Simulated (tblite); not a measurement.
Compound: C4H10P2.
Atom-mapped SMILES: `[CH3:1]/[CH:2]=[CH:3]\[P:4]([CH3:5])[PH2:6]` (hydrogens: H7, H8, H9 on C1; H10 on C2; H11 on C3; H12, H13, H14 on C5; H15, H16 on P6)

Cartesian coordinates in Å at the GFN2-xTB level; atoms count from 1:
```
atom  x, y, z in Å
C1     2.4062    0.4300   -0.0897
C2     1.5326   -0.4575   -0.9045
C3     0.2609   -0.7257   -0.6343
P4    -0.6292   -0.0620    0.8106
C5    -2.1377   -1.1331    0.6916
P6    -1.4500    1.6962   -0.1874
H7     3.3422   -0.0735    0.1492
H8     1.9025    0.7101    0.8348
H9     2.6515    1.3340   -0.6482
H10    1.9957   -0.8944   -1.7820
H11   -0.3051   -1.3915   -1.2756
H12   -2.5564   -1.1223   -0.3142
H13   -2.8854   -0.7724    1.3968
H14   -1.8660   -2.1515    0.9660
H15   -1.9931    2.1974    0.9939
H16   -0.2763    2.4251   -0.0184
```

All values are computed: GFN2-xTB (tblite) harmonic vibrations without scaling, gas phase. The method is semi-empirical: single wavenumbers can be off by several per cent or more. Modes of hydrogen on phosphorus can be 10 to 20 % off. One conformer, not necessarily the lowest.

Harmonic wavenumbers (cm⁻¹): 38.4, 118.5, 139.3, 153.5, 162.5, 181.1, 204.6, 269.2, 365.7, 488.0, 524.1, 692.5, 707.0, 722.2, 747.4, 771.2, 884.9, 888.0, 901.3, 980.1, 1034.8, 1069.1, 1122.5, 1214.0, 1304.9, 1316.6, 1393.8, 1442.2, 1453.8, 1461.5, 1471.9, 1675.0, 2255.1, 2323.2, 2986.9, 2991.3, 3002.5, 3007.0, 3009.1, 3012.5, 3015.0, 3034.6.

A = 3040, B = 1586, C = 1223 MHz; mass 120.026 u (most abundant isotopes); point group C1, symmetry number 1.

Task: Zero-point energy?

Result: ½Σν̃ = 27268 cm⁻¹ = 326.21 kJ/mol.

Task: What is S at 298.15 K and 1 bar for an ideal gas of classical rigid rotors and harmonic oscillators?

Result: Translation 168.57, rotation 118.79, vibration 113.47: S = 400.8 J/(mol K).

Task: And Cp and H(298.15 K) − H(0)?

Result: Cp = 145.31 J/(mol K), of which vibrations give 112.05 (their classical limit is 42 R = 349.2); H(298.15 K) − H(0) = 27.62 kJ/mol without the zero-point energy, 17.70 from vibrations.

Task: Blend soft modes into free rotors: weight 1/[1 + (100 cm⁻¹/ν̃)⁴] for the oscillator and the rest for a rotor with moment μB/(μ + B), μ = h/(8π²ν), B = 10⁻⁴⁴ kg m². What vibrational entropy results?

Result: 106.15 J/(mol K) in place of 113.47, which changes −T·S at 298.15 K by +2.18 kJ/mol.

Task: How do the functions run with temperature in this model?

Result: 
| T (K) | S (J/(mol K)) | Cp (J/(mol K)) | H − H(0) (kJ/mol) | G − H(0) (kJ/mol) | ln q(vib) |
| --- | --- | --- | --- | --- | --- |
| 150 | 319.9 | 96.2 | 9.76 | -38.23 | 2.84 |
| 250 | 376.7 | 129.1 | 21.01 | -73.16 | 5.34 |
| 400 | 448.1 | 177.4 | 44.09 | -135.16 | 8.90 |
| 600 | 530.0 | 227.0 | 84.83 | -233.19 | 13.39 |
| 900 | 632.2 | 276.4 | 160.91 | -408.05 | 19.55 |

q(vib) and H(0) count from the zero-point level.

Hindered rotation and anharmonicity are outside this model. Other conformers, if any are populated, would add a mixing term that is left out. The structure is chiral; the term R ln 2 for an equal mix with its mirror image is left out.
